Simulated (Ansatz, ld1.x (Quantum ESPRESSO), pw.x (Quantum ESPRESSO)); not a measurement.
**Which Re potential is closest to all-electron in the fcc crystal?**

All use LDA (PW92), scalar-relativistic, no spin, cutoffs from each file’s atomic test, pw.x 7.5; 15³ k-points, Fermi–Dirac smearing 0.01 Ry. Δ is the rms difference from all-electron LAPW of the E(V) curves that follow from fits to the pressures, over ±6 % in volume. Mesh and smearing are coarse and serve the comparison alone. The files are a selection: those with a ghost or negative overlap were mostly not run, and those with noisy or unconverged pressures or nearly equal Δ are left out.

All-electron: a0 = 3.862 Å (V0 = 14.40 Å³/atom), B0 = 399.9 GPa.

Q: Rank them by Δ, smallest first.
A. norm-conserving Troullier–Martins (Kleinman–Bylander form), ld1.x (Quantum ESPRESSO) 7.5, LDA (PW92); core [Xe] 4f14, reference 5d5 6s0.5 6p0; waves: 6p (bound, empty): rc 2.80 bohr; 5d (bound): rc 1.55 bohr; 6s (bound): rc 2.60 bohr; local part: the s channel; core correction: none.
B. ultrasoft, ld1.x (Quantum ESPRESSO) 7.5, LDA (PW92); core [Xe] 4f14, reference 5d5 6s0.5 6p0; waves: 6s (bound): rcut 2.55, rcutus 2.85 bohr; 6s channel at 0.3 Ry: rcut 2.55, rcutus 2.85 bohr; 6p (bound, empty): rcut 2.80, rcutus 3.10 bohr; 6p channel at -0.45 Ry: rcut 2.80, rcutus 3.10 bohr; 5d (bound): rcut 1.90, rcutus 2.15 bohr; 5d channel at -0.35 Ry: rcut 1.90, rcutus 2.15 bohr; local part: all-electron potential smoothed inside 2.95 bohr (lloc = -2); core correction: none; augmentation: PSQ, radius 1.90 bohr.
C. norm-conserving Troullier–Martins (Kleinman–Bylander form), ld1.x (Quantum ESPRESSO) 7.5, LDA (PW92); core [Xe] 4f14, reference 5d5 6s2 6p0; waves: 6p (bound, empty): rc 2.95 bohr; 5d (bound): rc 2.40 bohr; 6s (bound): rc 2.40 bohr; local part: the s channel; core correction: none.

A: A (4.4 meV/atom), C (15.7 meV/atom), B (28.2 meV/atom).
